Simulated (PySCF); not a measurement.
Molecule: `InChI=1S/C5H12O/c1-2-3-4-5-6/h6H,2-5H2,1H3`.

Geometry:
| atom | x (Å) | y (Å) | z (Å) |
| --- | --- | --- | --- |
| C1 | 2.744 | 0.203 | 0.437 |
| C2 | 1.418 | 0.639 | -0.167 |
| C3 | 0.253 | -0.263 | 0.215 |
| C4 | -1.075 | 0.160 | -0.390 |
| C5 | -2.239 | -0.733 | 0.004 |
| O6 | -3.445 | -0.375 | -0.614 |
| H7 | 3.014 | -0.815 | 0.115 |
| H8 | 2.698 | 0.198 | 1.538 |
| H9 | 3.565 | 0.874 | 0.143 |
| H10 | 1.190 | 1.674 | 0.144 |
| H11 | 1.503 | 0.671 | -1.268 |
| H12 | 0.164 | -0.294 | 1.317 |
| H13 | 0.481 | -1.300 | -0.093 |
| H14 | -1.009 | 0.175 | -1.492 |
| H15 | -1.303 | 1.200 | -0.086 |
| H16 | -2.029 | -1.771 | -0.305 |
| H17 | -2.333 | -0.754 | 1.110 |
| H18 | -3.654 | 0.527 | -0.352 |

Geometry PBE0-D3(BJ)/def2-SVP throughout; GIAO in PySCF, gas phase, one conformer, non-relativistic; equivalent atoms averaged; basis pcSseg-1.

Question: How do the absolute shieldings σ depend on the functional? (a selection of nuclei; ppm; last column core-seconds on shared hosts with different chips, so compare them loosely)

Answer: 
```tsv
functional	kind	C5	C4	C3	C2	O6	H16/H17	H10/H11	H12/H13	H18	core-s
HF	Hartree–Fock	131.6	155.8	163.7	166.9	309.7	28.46	30.61	30.96	31.53	7
LDA	LDA	109.2	138.1	148.4	152.7	287.5	27.01	29.50	29.82	31.23	21
PBE	GGA	109.8	137.9	147.5	151.0	280.1	27.50	29.90	30.21	31.77	26
BLYP	GGA	103.3	131.2	141.3	144.7	274.8	27.65	30.05	30.35	31.91	24
BP86	GGA	109.7	138.0	147.6	150.9	281.5	27.57	29.98	30.28	31.82	25
OPBE	GGA	118.7	146.3	154.8	157.6	283.6	27.64	29.97	30.27	31.80	25
KT2	GGA	114.6	142.1	151.6	154.5	279.0	27.53	29.89	30.21	31.75	30
KT3	GGA	114.5	141.5	150.5	153.0	276.0	27.74	30.04	30.35	31.89	29
B97-D	GGA	110.0	137.7	146.9	149.9	279.6	27.74	30.11	30.41	31.88	27
B3LYP	global hybrid	110.3	137.6	147.0	150.5	285.0	27.81	30.14	30.45	31.77	20
PBE0	global hybrid	117.8	144.9	153.9	157.4	291.3	27.74	30.06	30.37	31.66	41
mPW1PW91	global hybrid	117.0	144.4	153.2	156.6	290.7	27.81	30.12	30.43	31.69	19
WP04	global hybrid	104.3	133.2	141.0	143.8	278.0	28.22	30.42	30.68	31.65	12
B97-2	global hybrid	117.3	144.5	153.2	156.4	289.0	27.86	30.16	30.47	31.75	12
BHandHLYP	global hybrid	118.8	145.1	153.8	157.3	296.1	28.03	30.27	30.59	31.59	13
CAM-B3LYP	range-separated hybrid	114.8	142.2	151.4	155.3	293.6	27.79	30.11	30.43	31.62	22
wB97X-D	range-separated hybrid	118.4	145.9	154.7	158.3	294.8	27.89	30.21	30.52	31.70	19
LC-wPBE	range-separated hybrid	124.0	151.9	160.6	164.4	304.4	27.88	30.20	30.50	31.63	25
```

Question: Which nucleus among those listed moves most, in ppm?

Answer: O6 (alcohol oxygen): from 274.8 ppm with BLYP to 309.7 ppm with HF. The smallest spread is 0.68 ppm, at H18. Proton shifts span only some 12 ppm, so a few tenths of a ppm matter as much there as several ppm in carbon.
